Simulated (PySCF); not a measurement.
Species, as SMILES: C=C=O.
Geometry (B3LYP-D3(BJ)/def2-TZVP, fixed):
```xyz
5

C      0.0091     0.0017    -1.2056
C     -0.0008    -0.0001     0.1027
H      0.0282     0.9401    -1.7377
H     -0.0018    -0.9351    -1.7406
O     -0.0096    -0.0018     1.2620
```

Basis-set convergence of the mean static polarisability at PBE with PySCF. All functions are spherical. Density fitting with generated auxiliary sets. No added dispersion term, no relativity. Reference: the value in d-aug-cc-pVTZ, 29.65 bohr³, itself unsure by roughly 0.5 % (its mean distance from aug-pcseg-2, aug-cc-pVTZ). Deviations are taken from unrounded values. Cost is core time over that of 6-31G**, rough, on shared machines of one kind.

```json
[
 {"basis": "6-31G**", "functions": "52", "mean static polarisability (bohr³)": "20.52", "minus reference (%)": "-30.8", "cost": "1×"},
 {"basis": "6-311+G**", "functions": "78", "mean static polarisability (bohr³)": "26.00", "minus reference (%)": "-12.3", "cost": "2×"},
 {"basis": "def2-SVPD", "functions": "79", "mean static polarisability (bohr³)": "28.25", "minus reference (%)": "-4.7", "cost": "2×"},
 {"basis": "def2-TZVP", "functions": "105", "mean static polarisability (bohr³)": "25.92", "minus reference (%)": "-12.6", "cost": "3×"},
 {"basis": "cc-pVTZ", "functions": "118", "mean static polarisability (bohr³)": "24.82", "minus reference (%)": "-16.3", "cost": "2×"},
 {"basis": "def2-TZVPD", "functions": "132", "mean static polarisability (bohr³)": "29.22", "minus reference (%)": "-1.5", "cost": "4×"},
 {"basis": "def2-TZVPPD", "functions": "148", "mean static polarisability (bohr³)": "29.20", "minus reference (%)": "-1.5", "cost": "4×"},
 {"basis": "aug-cc-pVTZ", "functions": "184", "mean static polarisability (bohr³)": "29.46", "minus reference (%)": "-0.6", "cost": "5×"},
 {"basis": "d-aug-cc-pVTZ", "functions": "250", "mean static polarisability (bohr³)": "29.65", "minus reference (%)": "0.0", "cost": "8×"}
]
```
